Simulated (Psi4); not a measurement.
Reaction (SMILES): S (H2S) + H+ → [SH3+]
B3LYP-D3(BJ)/def2-TZVP geometries, fixed; electronic energies without zero-point terms; positive where energy is released.
Largest species:
```
S
H 1 1.3577
H 1 1.3577 2 94.35
H 1 1.3577 2 94.35 3 -94.71
```
Charge +1, spin multiplicity 1.

Basis-set convergence of the proton affinity at wB97X-V with Psi4. Cartesian d functions, on some or all atoms, in 6-31G*; all else is spherical. Density fitting with the program's default auxiliary sets. Psi4's default fitting sets serve the pcseg sets less well. The functional holds VV10 correlation; no added dispersion term, no relativity. Functions are those of the species that has most. Reference: the value in aug-cc-pV(Q+d)Z, 175.84 kcal/mol, itself unsure by roughly 0.13 kcal/mol (its mean distance from cc-pV(5+d)Z, def2-QZVPPD, def2-QZVPP).

```tsv
basis	functions	proton affinity (kcal/mol)
pcseg-0	19	156.75
6-31G*	25	…
def2-SVP	33	…
pcseg-1	33	…
cc-pV(D+d)Z	38	176.22
6-311+G**	48	…
def2-SVPD	51	173.93
def2-TZVP	55	176.06
6-311++G(2d,2p)	65	175.61
def2-TZVPD	73	175.65
pcseg-2	76	175.68
cc-pV(T+d)Z	81	176.06
def2-TZVPP	84	176.18
6-311++G(3df,3pd)	101	175.65
aug-cc-pV(T+d)Z	124	175.69
cc-pV(Q+d)Z	154	176.03
def2-QZVPPD	178	175.89
cc-pV(5+d)Z	265	176.03
```

Q: Fill in the missing entries.

A: 
- 6-31G*, proton affinity (kcal/mol): 173.18
- def2-SVP, proton affinity (kcal/mol): 175.93
- pcseg-1, proton affinity (kcal/mol): 173.82
- 6-311+G**, proton affinity (kcal/mol): 174.67
